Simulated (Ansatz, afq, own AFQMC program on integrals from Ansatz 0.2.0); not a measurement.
Two steps: Ansatz 0.2.0 writes the Fock matrix and Cholesky factors of the valence space, and afq projects on them the lowest state that overlaps trial and start.

```yaml
crystal:
  periodic: [false, false, false]
  atoms:
    - {symbol: O, position_ang: [0.000000, 0.000000, 0.000000]}
    - {symbol: C, position_ang: [0.000000, 0.000000, 1.195530]}
basis:
  gaussian: {orbitals: cc-pVQZ}
magnetization: {spin_polarized: false, initial_magnetization: 2}
correlation: {method: ccsd_t, electrons: outside_noble_gas, hamiltonian_folder: ham}
```

```sh
$ ansatz run in.yaml --threads 1 --pin off --events-out ev --progress --plain --max-ram 16896MiB --backend cuda --devices 0, --max-vram 18GiB
```

afq runs on the folder ham with

```
--method phaseless --trial hf --walkers 200 --populations 10 --least-time 40 --time-step 0.005 --steps-per-block 20 --equilibration-blocks 112 --max-blocks 4000 --target-error 0.0009500 --factor-cut 1e-05 --start spin_pure --seed 3706 --taylor-order 6
```

Times are imaginary, in 1/Eh. The walk had a cap of 68 s. With eight or more populations the least sampling time is a fifth of least-time, and the error comes from their spread.

Output of the walk:

```
orbitals 108  electrons 6 4  factors 681 of 681
reference energy -112.58713770 Eh
CCSD correlation -0.36040609 Eh in 13 cycles, weight of the determinant in the CISD state 0.8832
energy of the start -112.587139 Eh
 block  time / (1/Eh)  mean weight  energy / Eh
     1     0.100  1.0050  -112.721060
     2     0.200  1.0029  -112.788050
     3     0.300  1.0047  -112.848395
     4     0.400  1.0012  -112.864023
     5     0.500  1.0012  -112.879015
     7     0.700  1.0013  -112.940097
     9     0.900  0.9995  -112.943113
    19     1.900  1.0003  -112.966820
    37     3.700  1.0011  -112.949259
    55     5.500  1.0005  -112.957491
    73     7.300  1.0016  -112.960621
    91     9.100  1.0009  -112.999530
   109    10.900  0.9963  -112.959274
   127    12.700  1.0010  -112.983045
   145    14.500  1.0038  -112.946501
   154    15.400  0.9993  -113.013936
   163    16.300  1.0009  -112.972873
   181    18.100  0.9983  -112.993812
   199    19.900  0.9958  -112.967341
   217    21.700  0.9991  -112.955304
   235    23.500  0.9990  -112.945315
   253    25.300  1.0016  -112.933723
   271    27.100  0.9994  -112.967632
   289    28.900  1.0001  -112.933982
   307    30.700  1.0007  -112.924846
   325    32.500  1.0005  -112.972330
   334    33.400  1.0011  -112.914898
   343    34.300  0.9968  -112.933966
   361    36.100  1.0000  -112.970544
error from the spread of 10 populations
energy -112.958992 +/- 0.003144 Eh
(rows thinned)
```

The time cap ended the run before it passed its tests. The second half of the sampling lies above the first by 1.6 errors of their difference, so the energy may still be moving and its error bar be too small.

Against this walk (error 85.6 meV) on the same determinant: CCSD(T) 178.4 meV lower, the released energy of a separate walk with a CISD trial 183.4 ± 87.2 meV lower, a separate phaseless walk with a CISD trial and standard settings 156.9 ± 86.8 meV lower (within the noise). The error is statistical and leaves out the bias of the constraint.

Cautions: constraint bias not in the error; error above the target (85.6 against 25.9 meV); lower spins were not checked; a spin-contaminated unrestricted determinant lies lower (UHF 313 meV lower, ⟨S²⟩ 2.19); so few walkers bias the energy.

The walk took 68 s on 1 × NVIDIA H100 80GB HBM3 with 2 threads of AMD EPYC 7R13 Processor (Zen 3) (shared host) (the card was shared). The log's last line is the phaseless energy.

A walk keeps the symmetry of its determinant, which the program's search chose and which needn't be the lowest solution, so a lower state of the same spin and another symmetry isn't excluded.
